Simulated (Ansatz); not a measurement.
One geometry of C$_{2}$H$_{6}$N$_{2}$O, SMILES `N=C(N)CO`, several functionals.

```yaml
crystal:
  periodic: [false, false, false]
  atoms:
    - {symbol: N, position_ang: [-0.623510, 0.205192, 1.737866]}
    - {symbol: C, position_ang: [-0.072644, -0.137994, 0.641310]}
    - {symbol: N, position_ang: [0.353854, -1.408962, 0.427585]}
    - {symbol: C, position_ang: [0.250790, 0.807202, -0.499902]}
    - {symbol: O, position_ang: [0.211873, 0.200189, -1.774035]}
    - {symbol: H, position_ang: [-0.854648, 1.194311, 1.725328]}
    - {symbol: H, position_ang: [0.574257, -1.683627, -0.512863]}
    - {symbol: H, position_ang: [0.074201, -2.111833, 1.088802]}
    - {symbol: H, position_ang: [-0.417348, 1.672928, -0.439321]}
    - {symbol: H, position_ang: [1.275548, 1.165622, -0.369037]}
    - {symbol: H, position_ang: [-0.706972, 0.039873, -2.005232]}
basis:
  gaussian: {orbitals: def2-TZVPP}
hamiltonian: {xc: hse06, dispersion: d4}
output: {orbitals: {seedname: orbitals}}
```

```sh
$ ansatz run in.yaml --threads 4 --pin off --events-out ev --progress --plain --max-ram 10444MiB
```

Shortened log:

```
Functional definition: HSE06
1175 factors; their error is unknown
108 factors; integrals over basis functions are off by at most 3.3e-7 eV
mean field evaluation 1: about -7182.5052 eV, gradient 7.4e1 eV
mean field evaluation 2: about -7172.9501 eV, gradient 9.9e1 eV
mean field evaluation 4: about -7192.9149 eV, gradient 7.9e0 eV
mean field evaluation 8: about -7193.0450 eV, gradient 1.8e-1 eV
mean field evaluation 16: about -7193.0545 eV, gradient 3.4e-4 eV
mean field -7193.05454254 eV, -264.3398788110 hartree, gradient 6.6e-5 eV, S^2 0.000000; 0 other end points of the search recorded, 0 dependent functions left out
reference -7193.05457798 eV, -264.3398801134 hartree; 20, 20 occupied and 219, 219 virtual orbitals, 1175 factors
Total energy: -7193.19758887 eV, -264.3451356666 hartree
```

Hardware: 4 threads of an Arm Neoverse V2 on a shared host. Wall time 2.1 s, peak host memory 0.51 GiB.

With the line `hamiltonian: {xc: {name: B3LYP}, dispersion: d4}` and forces (abridged; 3 s):

```
Functional definition: B3LYP
mean field evaluation 16: about -7201.7271 eV, gradient 4.8e-4 eV
mean field -7201.72711386 eV, -264.6585899286 hartree, gradient 3.0e-5 eV, S^2 0.000000
Total energy: -7202.02626047 eV, -264.6695833637 hartree
Atom 0 force    -0.086677     0.103106     0.127684 eV/Å
Atom 1 force    -0.004048     0.045437     0.007871 eV/Å
Atom 2 force     0.068583    -0.232246    -0.034428 eV/Å
Atom 3 force     0.099898     0.346916     0.234723 eV/Å
Atom 4 force    -0.039094    -0.111609    -0.298682 eV/Å
Atom 5 force    -0.020689    -0.003809     0.050575 eV/Å
Atom 6 force    -0.001352    -0.041390     0.022618 eV/Å
Atom 7 force     0.011426    -0.024915    -0.012212 eV/Å
Atom 8 force     0.045385    -0.044860    -0.017512 eV/Å
Atom 9 force    -0.057967    -0.007926    -0.015622 eV/Å
Atom 10 force    -0.015467    -0.028703    -0.065014 eV/Å
Dipole moment:    -0.110946    -0.017469    -0.443047 e Å
```

With the line `hamiltonian: {xc: {name: B97M-V}}` (abridged; 6.5 s):

```
Functional definition: B97M-V
mean field evaluation 16: about -7200.4447 eV, gradient 2.8e-3 eV
mean field -7200.44470503 eV, -264.6114622732 hartree, gradient 3.7e-5 eV, S^2 0.000000
Total energy: -7200.44475796 eV, -264.6114642184 hartree
```

With the line `hamiltonian: {xc: {name: wB97X-V}}` (abridged; 5.5 s):

```
Functional definition: wB97X-V
mean field evaluation 16: about -7199.2948 eV, gradient 1.3e-4 eV
mean field -7199.29476861 eV, -264.5692028892 hartree, gradient 2.7e-5 eV, S^2 0.000000
Total energy: -7199.29476685 eV, -264.5692028246 hartree
```

The same input with `hamiltonian: {xc: {name: wB97M-V}}` and forces (abridged; 7.5 s):

```
Functional definition: wB97M-V
mean field evaluation 16: about -7198.8939 eV, gradient 2.3e-4 eV
mean field -7198.89388686 eV, -264.5544707566 hartree, gradient 8.5e-5 eV, S^2 0.000000
Total energy: -7198.89392962 eV, -264.5544723280 hartree
Atom 0 force    -0.007092     0.026504    -0.007712 eV/Å
Atom 1 force    -0.076576     0.151563     0.090702 eV/Å
Atom 2 force     0.075731    -0.255099    -0.052239 eV/Å
Atom 3 force     0.080961     0.326914     0.160125 eV/Å
Atom 4 force    -0.087494    -0.119480    -0.182508 eV/Å
Atom 5 force     0.008992    -0.034989    -0.008740 eV/Å
Atom 6 force    -0.013614    -0.007055     0.045568 eV/Å
Atom 7 force     0.006232     0.025962    -0.027308 eV/Å
Atom 8 force     0.056502    -0.076802    -0.009265 eV/Å
Atom 9 force    -0.097564    -0.036077    -0.002407 eV/Å
Atom 10 force     0.053921    -0.001440    -0.006214 eV/Å
Dipole moment:    -0.113976    -0.007923    -0.449917 e Å
```

Changing it to `hamiltonian: {xc: {name: BLYP}, dispersion: d4}` (abridged; 1.6 s):

```
Functional definition: BLYP
mean field evaluation 16: about -7199.3732 eV, gradient 4.1e-4 eV
mean field -7199.37320291 eV, -264.5720852966 hartree, gradient 5.5e-5 eV, S^2 0.000000
Total energy: -7199.79980801 eV, -264.5877627449 hartree
```

HSE06 is the plane-wave form, built on full-range PBE exchange.

B3LYP takes the VWN-RPA correlation (the form of Gaussian; ORCA's B3LYP/G).
